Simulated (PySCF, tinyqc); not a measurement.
Inside a calculation. Method: MP2 on RHF in the sto-3g basis, for HF, spin multiplicity 1. The lowest restricted solution is unstable here: a spin-polarised one lies 0.0202 hartree lower (PySCF). One step of it, computed by the program tinyqc.

Problem. Orthogonalisation. S = U s U^T; symmetric (Loewdin) form X = U s^(-1/2) U^T, so that X^T S X = 1.

overlap S:
```
           1F 1s     1F 2s    1F 2px    1F 2py    1F 2pz     2H 1s
1F 1s   1.000000  0.237990  0.000000  0.000000  0.000000  0.017499
1F 2s   0.237990  1.000000  0.000000  0.000000  0.000000  0.213376
1F 2px  0.000000  0.000000  1.000000  0.000000  0.000000  0.000000
1F 2py  0.000000  0.000000  0.000000  1.000000  0.000000  0.000000
1F 2pz  0.000000  0.000000  0.000000  0.000000  1.000000  0.193121
2H 1s   0.017499  0.213376  0.000000  0.000000  0.193121  1.000000
```

Give: eigenvalues of S; X.

Solution.

eigenvalues of S: 0.6588  0.8598  1.0000  1.0000  1.1233  1.3581

X:
```
          1F 1s    1F 2s  1F 2px  1F 2py   1F 2pz    2H 1s
1F 1s    1.0225  -0.1257  0.0000  0.0000  -0.0020   0.0116
1F 2s   -0.1257   1.0413  0.0000  0.0000   0.0169  -0.1152
1F 2px   0.0000   0.0000  1.0000  0.0000   0.0000   0.0000
1F 2py   0.0000   0.0000  0.0000  1.0000   0.0000   0.0000
1F 2pz  -0.0020   0.0169  0.0000  0.0000   1.0149  -0.1020
2H 1s    0.0116  -0.1152  0.0000  0.0000  -0.1020   1.0334
```
